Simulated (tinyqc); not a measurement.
Worked calculation: LCCD on RHF in the sto-6g basis, frozen core, for H2O, spin multiplicity 1. One step of it, computed by the program tinyqc.

Question. LCCD: starting amplitudes. t_ij^ab = <ij||ab> / (e_i + e_j - e_a - e_b), whose energy is MP2.

orbital energies (hartree): MO1 -20.506011, MO2 -1.219799, MO3 -0.576707, MO4 -0.425708, MO5 -0.385999, MO6 0.478190, MO7 0.635226

Two-electron integrals over orbitals (pq|rs), unique and non-zero (hartree); the lowest 1 orbital is frozen and left out:
```
(22|22) 0.724380    (32|32) 0.134491    (33|22) 0.619566    (33|33) 0.601230
(42|22) -0.018233   (42|33) 0.004350    (42|42) 0.130492    (43|32) 0.027366
(43|43) 0.051763    (44|22) 0.674909    (44|33) 0.575610    (44|42) -0.100443
(44|44) 0.738843    (52|52) 0.149649    (53|53) 0.026670    (54|52) -0.042752
(54|54) 0.049980    (55|22) 0.754623    (55|33) 0.605958    (55|42) -0.074566
(55|44) 0.710000    (55|55) 0.880663    (62|22) -0.135221   (62|33) -0.065510
(62|42) -0.029081   (62|44) -0.077010   (62|55) -0.148522   (62|62) 0.095900
(63|32) 0.043928    (63|43) 0.037087    (63|63) 0.080355    (64|22) -0.116843
(64|33) -0.044460   (64|42) 0.034960    (64|44) -0.127614   (64|55) -0.135514
(64|62) 0.063832    (64|64) 0.083421    (65|52) -0.054861   (65|54) -0.003452
(65|65) 0.035178    (66|22) 0.589922    (66|33) 0.550944    (66|42) 0.053240
(66|44) 0.540243    (66|55) 0.572390    (66|62) -0.088773   (66|64) -0.047219
(66|66) 0.579227    (72|32) 0.052694    (72|43) -0.028861   (72|63) -0.030628
(72|72) 0.067348    (73|22) 0.162230    (73|33) 0.089709    (73|42) -0.072560
(73|44) 0.154497    (73|55) 0.200636    (73|62) -0.073092   (73|64) -0.090337
(73|66) 0.040878    (73|73) 0.155283    (74|32) -0.071136   (74|43) -0.007490
(74|63) -0.053061   (74|72) -0.017740   (74|74) 0.067183    (75|53) 0.023990
(75|75) 0.025481    (76|32) -0.093049   (76|43) -0.058593   (76|63) -0.072995
(76|72) 0.002657    (76|74) 0.059113    (76|76) 0.118687    (77|22) 0.616243
(77|33) 0.589823    (77|42) -0.020143   (77|44) 0.593137    (77|55) 0.618495
(77|62) -0.065744   (77|64) -0.049064   (77|66) 0.551989    (77|73) 0.101520
(77|77) 0.607091
```

Give: Starting amplitudes; correlation energy.

Answer.

Starting amplitudes (spin orbitals 1a, 1b, ...; amplitudes related by a flip of all spins are not repeated):
```
from      to        t
3a 3b  7a 7b  -0.0641
4a 4b  6a 6b  -0.0461
3a 4b  6b 7a  -0.0427
3a 3b  6a 6b  -0.0381
4a 4b  7a 7b  -0.0317
2a 2b  6a 6b  -0.0282
2a 3b  6a 7b   0.0251
3a 4b  6a 7b   0.0251
2a 4b  6a 6b  -0.0245
5a 5b  6a 6b  -0.0204
2a 2b  7a 7b  -0.0182
3a 4a  6a 7a  -0.0176
2a 3a  6a 7a   0.0146
5a 5b  7a 7b  -0.0125
2a 3b  6b 7a  -0.0105
2a 4b  7a 7b   0.0061
```

correlation energy = -0.044542 hartree
